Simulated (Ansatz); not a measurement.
`BB` + `[SiH3]S` → `BS[SiH3]` + BH₃ at 600 K and 1 bar (cleavage of the B–B bond).

Program: Ansatz. Geometries: PBE0-D4/def2-TZVP. ΔE: electronic, gas phase. CCSD(T)/CBS adds triple-zeta CCSD(T) − MP2 to the extrapolated MP2 energy (def2 sets, frozen cores). This one scheme is used for every species.

| species | CCSD(T)/CBS energy (Eh) | H − E (kJ/mol) | S (J/(mol·K)) |
| --- | --- | --- | --- |
| `BB` | -51.92346 | 135.3 | 281.4 |
| `[SiH3]S` | -689.27336 | 126.3 | 326.2 |
| `BS[SiH3]` | -714.68055 | 173.8 | 379.2 |
| BH₃ | -26.55200 | 91.5 | 217.3 |

H − E and S are ideal-gas, rigid-rotor, harmonic terms from PBE0-D4/def2-TZVP. 1 Eh = 2625.50 kJ/mol, R = 8.31446 J/(mol·K).

Question: By hand: ΔE, ΔH, ΔS and ΔG.

Answer: ΔE = (-714.68055) + (-26.55200) − (-51.92346) − (-689.27336) = -0.03573 Eh = -93.8 kJ/mol. Δ(H − E) = 173.8 + 91.5 − 135.3 − 126.3 = 3.7, so ΔH = -90.1 kJ/mol. ΔS = 379.2 + 217.3 − 281.4 − 326.2 = -11.1 J/(mol·K). ΔG = -90.1 − 600 × (-11.1)/1000 = -83.4 kJ/mol.

Question: By hand: the equilibrium constant, and the temperature at which ΔG would vanish if ΔH and ΔS stayed fixed.

Answer: log₁₀ K = −ΔG/(RT ln 10) = 7.3. ΔG = 0 at ΔH/ΔS = 8117 K, far beyond where these terms or the molecules hold.

The number of gas molecules stays the same, so ΔS is small and ΔH decides. A doubt of 5 kJ/mol in ΔE shifts log₁₀ K by 0.4 here. These are equilibria of isolated gas molecules and say nothing of rates. Largest T1 diagnostic: 0.014 (customary marks: 0.02 for closed shells, 0.045 for open ones).
